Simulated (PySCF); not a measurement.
Process, species as SMILES: P#P (P2) + 3 [H][H] (H2) → 2 P (PH3)
B3LYP-D3(BJ)/def2-TZVP geometries, fixed; electronic energies without zero-point terms.

Effect of the SCF energy threshold at r2SCAN/aug-cc-pV(T+d)Z with PySCF, against the last row, where the energy of full hydrogenation is -45.03 kcal/mol.

| setting | SCF cycles, largest species | largest shift of a total energy (mEh) | shift of the energy of full hydrogenation (kcal/mol) |
|---|---|---|---|
| conv_tol: 1e-4 | 4 | 0.008 | 0.009 |
| conv_tol: 1e-5 | 5 | 0.000 | 0.000 |
| conv_tol: 1e-6 | 6 | 0.000 | 0.000 |
| conv_tol: 1e-7 | 7 | 0.000 | 0.000 |
| conv_tol: 1e-11 | 9 | 0.000 | 0.000 |

Within 0.02 kcal/mol in the energy of full hydrogenation: conv_tol: 1e-4; conv_tol: 1e-5; conv_tol: 1e-6; conv_tol: 1e-7. The largest shift is 0.008 mEh in a total energy and 0.009 kcal/mol in the difference.
